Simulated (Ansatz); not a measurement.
# C₃H₃F₃: how energies converge with the basis set

How large a basis does C₃H₃F₃ need? Two functionals are run in growing sets.

Program: Ansatz 0.2.0, Gaussian basis. Level of theory: one geometry, several basis sets. These are calculated values, not measurements.

Plan: PBE0-D4/def2-SVP; ωB97M-V/def2-SVP; PBE0-D4/def2-QZVPP; ωB97M-V/def2-QZVPP; the functionals' def2-TZVPP values are taken from earlier runs.

## 1. The relaxed structure

All runs share one geometry, relaxed beforehand with PBE0-D4 in a triple-zeta def2 set.

SMILES `FC1CC1(F)F`, 9 atoms, charge 0, spin multiplicity 1.

Atoms are counted from 1 here; the program's logs count them from 0.

Bond lengths: F1–C2 1.352 Å, C2–C3 1.519 Å, C2–C4 1.477 Å, C2–H7 1.085 Å, C3–C4 1.480 Å, C3–H8 1.083 Å, C3–H9 1.082 Å, C4–F5 1.334 Å, C4–F6 1.341 Å. Angles: F1–C2–C3 117.9°, F1–C2–C4 118.7°, F1–C2–H7 113.2°, C3–C2–C4 59.2°, C3–C2–H7 118.9°, C4–C2–H7 118.8°, C2–C3–C4 59.0°, C2–C3–H8 115.8°, C2–C3–H9 118.2°, C4–C3–H8 115.6°, C4–C3–H9 119.4°, H8–C3–H9 116.5°, C2–C4–C3 61.8°, C2–C4–F5 119.5°, C2–C4–F6 119.0°, C3–C4–F5 119.2°, C3–C4–F6 119.7°, F5–C4–F6 110.4°.

Geometry (Å):

```
F    -1.4684   -0.8841    0.9105
C    -0.3858   -0.0872    0.7647
C     0.7123   -0.5457   -0.1792
C    -0.1711    0.5884   -0.5315
F    -1.0677    0.4359   -1.5078
F     0.3194    1.8359   -0.5398
H    -0.1114    0.4326    1.6763
H     0.5213   -1.4701   -0.7108
H     1.7400   -0.3519    0.1003
```

## 2. PBE0-D4 in def2-SVP

in.yaml

```yaml
crystal:
  periodic: [false, false, false]
  atoms:
    - {symbol: F, position_ang: [-1.468405, -0.884079, 0.910534]}
    - {symbol: C, position_ang: [-0.385813, -0.087169, 0.764667]}
    - {symbol: C, position_ang: [0.712329, -0.545730, -0.179153]}
    - {symbol: C, position_ang: [-0.171096, 0.588366, -0.531532]}
    - {symbol: F, position_ang: [-1.067688, 0.435871, -1.507796]}
    - {symbol: F, position_ang: [0.319425, 1.835929, -0.539762]}
    - {symbol: H, position_ang: [-0.111433, 0.432558, 1.676291]}
    - {symbol: H, position_ang: [0.521310, -1.470128, -0.710839]}
    - {symbol: H, position_ang: [1.739972, -0.351919, 0.100291]}
basis:
  gaussian: {orbitals: def2-SVP}
hamiltonian: {xc: pbe0, dispersion: d4}
output: {orbitals: {seedname: orbitals}}
```

Command:

```console
> ansatz run in.yaml --threads 4 --pin off --events-out ev --progress --plain --max-ram 10444MiB
```

After this run come: ωB97M-V in def2-SVP; PBE0-D4 in def2-QZVPP; ωB97M-V in def2-QZVPP.

Q: Predict the results of all the runs planned. Wanted: PBE0-D4: double and triple zeta above quadruple; ωB97M-V: double and triple zeta above quadruple.

The runs gave:

| quantity | value |
| --- | --- |
| PBE0-D4: double and triple zeta above quadruple | 13.97, 0.58 eV |
| ωB97M-V: double and triple zeta above quadruple | 14.27, 0.55 eV |

**Reading.** For PBE0-D4 the step from double to triple zeta gains 13.38 eV and the next only 0.58 eV. Total energies overstate the basis error of differences, where much of it tends to cancel. The LUMO of ωB97M-V is positive and keeps falling with the basis (3.31 to 1.93 eV): an unbound level that the basis holds in place.
